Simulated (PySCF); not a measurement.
**Identify the compound**

The spectra below were simulated for a compound C$_{6}$H$_{4}$.

$^{1}$H NMR (500 MHz, computed): δ 7.93 (dd, J = 2.2, 1.1 Hz, 1H), 4.33 (dd, J = 3.7, 2.2 Hz, 1H), 4.30 (s, 1H), 4.18 (dd, J = 3.7, 1.1 Hz, 1H).

$^{13}$C{$^{1}$H} NMR (computed): δ 142.8, 137.2, 124.8, 113.4, 74.4, 69.1.

[PySCF: coordinates at the GFN2-xTB level; J: B3LYP/pcJ-1 (without the spin–dipole term); PBE0/pcSseg-1 with gauge-including orbitals; no relativistic terms; gas phase; one conformer]

Scale: $^{1}$H (σ = 31.72 ppm), $^{13}$C (σ = 186.93 ppm) vs TMS (reference shieldings calculated alike).

Q: Propose a structure and justify it.

A: 
- Rings plus π bonds: 5 (1 ring in the answer).
- 6 carbon signals for 6 carbons: no two carbons are equivalent.
- Carbon types of the structure: 3 × C, 2 × CH, 1 × CH2, which accounts for all hydrogens.
- δC 142.8: alkene CH; as expected for a trigonal carbon in a double bond.
- δC 137.2, 124.8: fully substituted alkene carbon; as expected for a trigonal carbon in a double bond.
- δC 113.4: terminal alkyne carbon.
- δC 74.4: alkyne carbon; the triple bond shields along its axis, which puts it between sp3 and sp2 carbons.
- δC 69.1: terminal =CH2 carbon.
- δH 7.93: hydrogen on an alkene CH; olefinic region.
- δH 4.33, 4.18: hydrogen on a terminal =CH2 carbon; a vinylic proton, deshielded by the sp2 carbon and the C=C anisotropy.
- The protons at 4.18 and 4.33 share a coupling of 3.7 Hz (geminal).

These data were computed for `C#CC1=CC1=C`.

This is the structure that produced the data.

Splittings below 1 Hz are ignored in the labels, and close J values are merged. Shifts are as computed. Against solution values, carbons near 30 ppm lie about +3 ppm off and those near 130 ppm about +5 ppm. Of 1211 compounds with measured shifts, 218 miss one by over three times the rms of a fit or turn the order of signals round; such compounds aren't used in these exercises.
